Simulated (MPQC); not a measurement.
# One shape, several levels: C2H3B (SMILES BC#C)

We compute a comparison of 4 runs (HF/STO-3G, HF/3-21G, HF/def2-SVP, PBE0/def2-SVP) of C2H3B. 

The results are computed with MPQC 2.3.1.

2 further runs of the same task are left out: 2 set aside as unsound or not needed.

**1. The system as given**

C2H3B has 6 atoms, charge 0, and is taken as a singlet. SMILES: `BC#C`. Geometry: relaxed at PBE0-D4/def2-TZVP.

Bond lengths: B1–C2 1.501 Å, C2–C3 1.210 Å, B1–H4 1.193 Å, B1–H5 1.193 Å, C3–H6 1.066 Å. Angles: B1–C2–C3 180.0°, C2–B1–H4 119.9°, C2–B1–H5 119.9°, C2–C3–H6 180.0°, H4–B1–H5 120.3°.

**2. Energy and gradient at HF/STO-3G (run 1)**

File input.in:

```
molecule<Molecule>: (
    symmetry = c1
    unit = angstrom
    { atoms geometry } = {
        B  [ -0.830400       0.647300      -0.394300 ]
        C  [ 0.278600      -0.224100       0.117900 ]
        C  [ 1.172700      -0.926600       0.530500 ]
        H  [ -1.756200       0.156700      -0.965700 ]
        H  [ -0.783300       1.828200      -0.228600 ]
        H  [ 1.960800      -1.545600       0.894000 ]
    }
)
basis<GaussianBasisSet>: (
    name = "STO-3G"
    molecule = $:molecule
    basisdir = "."
    puream = yes
)
mpqc: (
    checkpoint = no
    savestate = no
    restart = no
    do_energy = yes
    do_gradient = yes
    optimize = no
    mole<CLHF>: (
        molecule = $:molecule
        basis = $:basis
        total_charge = 0
        memory = 1000000000
        print_evals = yes
        print_npa = yes
        maxiter = 120
        value_accuracy = 1e-08
        guess_wavefunction<CLHF>: (
            molecule = $:molecule
            total_charge = 0
            memory = 1000000000
            value_accuracy = 1e-3
            basis<GaussianBasisSet>: (
                name = "STO-2G"
                molecule = $:molecule
            )
        )
    )
)
```

The basis set STO-3G is read from a file made from the Basis Set Exchange's data (not shown).

Launch:

```console
$ mpqc -o input.out input.in
```

The program printed:

```text
MPQC: Massively Parallel Quantum Chemistry
[...]
  LUMO is    11   A =   0.193903
  total scf energy = -100.8195129999
[...]
Value of the MolecularEnergy: -100.8195129999
  Gradient of the MolecularEnergy:
      1    0.0176240740
      2   -0.0138103501
      3    0.0081149274
      4   -0.0620674245
      5    0.0487671403
      6   -0.0286312402
      7    0.0591796746
      8   -0.0465134867
      9    0.0273221696
     10   -0.0152595973
     11   -0.0096593756
     12   -0.0095974940
[...]
      symmetry = c1
[...]
```

Run time: 0.32 s. Hardware: 1 thread of Intel Xeon Platinum 8488C (Sapphire Rapids), shared host.

**3. Energy and forces at HF/3-21G (run 2)**

File run.in:

```
% C2H3B
molecule<Molecule>: (
  symmetry = c1
  unit = angstrom
  { atoms geometry } = {
    B  [ -0.830400       0.647300      -0.394300 ]
    C  [ 0.278600      -0.224100       0.117900 ]
    C  [ 1.172700      -0.926600       0.530500 ]
    H  [ -1.756200       0.156700      -0.965700 ]
    H  [ -0.783300       1.828200      -0.228600 ]
    H  [ 1.960800      -1.545600       0.894000 ]
  }
)
basis<GaussianBasisSet>: (
  name = "3-21G"
  molecule = $:molecule
  basisdir = "."
  puream = yes
)
mpqc: (
  checkpoint = no
  savestate = no
  restart = no
  do_energy = yes
  do_gradient = yes
  optimize = no
  mole<CLHF>: (
    molecule = $:molecule
    basis = $:basis
    total_charge = 0
    memory = 1000000000
    print_evals = yes
    print_npa = yes
    maxiter = 120
    value_accuracy = 1e-08
    guess_wavefunction<CLHF>: (
      molecule = $:molecule
      total_charge = 0
      memory = 1000000000
      value_accuracy = 1e-3
      basis<GaussianBasisSet>: (
        name = "3-21G"
        molecule = $:molecule
      )
    )
  )
)
```

The basis set 3-21G is read from a file made from the Basis Set Exchange's data (not shown).

Launch:

```console
$ mpqc run.in > run.out
```

The program printed:

```text
MPQC: Massively Parallel Quantum Chemistry
[...]
  LUMO is    11   A =   0.059568
  total scf energy = -101.5229200851
[...]
Value of the MolecularEnergy: -101.5229200851
  Gradient of the MolecularEnergy:
      1    0.0074066292
      2   -0.0057911020
      3    0.0033994248
      4   -0.0253723120
      5    0.0199371664
      6   -0.0116970447
      7    0.0109630616
      8   -0.0086318049
      9    0.0050706233
     10   -0.0026348898
     11   -0.0025817261
     12   -0.0017606945
[...]
      symmetry = c1
[...]
```

Run time: 0.73 s. Hardware: 1 thread of Intel Xeon Platinum 8488C (Sapphire Rapids), shared host.

Run 3 isn't shown in full; the table further down has it.

**4. Energy and forces at PBE0/def2-SVP (run 4)**

File job.in:

```
% C2H3B
molecule<Molecule>: (
   symmetry = c1
   unit = bohr
   { atoms geometry } = {
      B  [ -1.56922857 1.22321972 -0.74511901 ]
      C  [ 0.52647770 -0.42348762 0.22279871 ]
      C  [ 2.21608183 -1.75102023 1.00249971 ]
      H  [ -3.31873702 0.29612008 -1.82490852 ]
      H  [ -1.48022247 3.45479730 -0.43199139 ]
      H  [ 3.70537499 -2.92076070 1.68941516 ]
   }
)
basis<GaussianBasisSet>: (
   name = "def2-SVP"
   molecule = $:molecule
   basisdir = "."
   puream = yes
)
mpqc: (
   checkpoint = no
   savestate = no
   restart = no
   do_energy = yes
   do_gradient = yes
   optimize = no
   mole<CLKS>: (
      molecule = $:molecule
      basis = $:basis
      total_charge = 0
      memory = 1000000000
      print_evals = yes
      print_npa = yes
      maxiter = 120
      value_accuracy = 1e-08
      functional<SumDenFunctional>: (
         a0 = 0.25
         coefs = [ 0.75 1 ]
         funcs: [ <PBEXFunctional>: () <PBECFunctional>: () ]
      )
      integrator<RadialAngularIntegrator>: ( grid = xfine )
      guess_wavefunction<CLHF>: (
         molecule = $:molecule
         total_charge = 0
         memory = 1000000000
         value_accuracy = 1e-3
         basis<GaussianBasisSet>: (
            name = "STO-3G"
            molecule = $:molecule
         )
      )
   )
)
```

The basis set def2-SVP is read from a file made from the Basis Set Exchange's data (not shown).

Launch:

```console
$ mpqc job.in > job.out
```

The program printed:

```text
MPQC: Massively Parallel Quantum Chemistry
[...]
  Integrated electron density error = 0.000179966247
  iter     1 energy = -102.4503640067 delta = 1.06309e-01
  Integrated electron density error = 0.000012327876
  iter     2 energy = -102.5511201447 delta = 2.99283e-02
[...]
  Integrated electron density error = 0.000000074365
  iter    12 energy = -102.5581366901 delta = 2.29150e-08
  Integrated electron density error = 0.000000074365
  iter    13 energy = -102.5581366901 delta = 2.28735e-08
  Integrated electron density error = 0.000000074365
  iter    14 energy = -102.5581366901 delta = 1.10124e-08
[...]
  LUMO is    11   A =  -0.085533
  total scf energy = -102.5581366901
[...]
  Integrated electron density error = 0.000000068771
  Total Gradient:
[...]
Value of the MolecularEnergy: -102.5581366901
  Gradient of the MolecularEnergy:
      1   -0.0011200308
      2    0.0009068657
      3   -0.0005319629
      4    0.0135210299
      5   -0.0106226462
      6    0.0062470789
      7   -0.0118601639
      8    0.0093089200
      9   -0.0054662671
     10    0.0051656597
     11    0.0023584588
     12    0.0031481727
[...]
        symmetry = c1
[...]
```

Wall time 27 s (1 thread of Intel Xeon Platinum 8488C (Sapphire Rapids), shared host); peak memory 0.21 GiB.

**5. The series**

```csv
run,level,starting guess,integration grid,energy (Eh),HOMO energy (eV),LUMO energy (eV),HOMO–LUMO gap (eV),wall time
1,HF/STO-3G,STO-2G,–,-100.819513,-9.06,5.28,14.34,0.32 s
2,HF/3-21G,3-21G,–,-101.522920,-10.75,1.62,12.37,0.73 s
3,HF/def2-SVP,STO-3G,–,-102.011622,-10.83,1.41,12.24,4.5 s
4,PBE0/def2-SVP,STO-3G,xfine,-102.558137,-8.04,-2.33,5.71,27 s
```

**6. Results**

| quantity | value |
| --- | --- |
| run 4: total energy | -102.55814 Eh |
| run 4: HOMO energy | -8.04 eV |
| run 4: LUMO energy | -2.33 eV |
| run 4: HOMO–LUMO gap | 5.71 eV |
| run 4: largest force on an atom | 0.941 eV/Å |

**Reading.** The HOMO–LUMO gap runs from 5.71 eV (PBE0/def2-SVP) to 14.34 eV (HF/STO-3G). The two ends differ in method and basis. In run 1 the basis is minimal, so the values are rough. All runs together took 33 s, the longest 27 s.
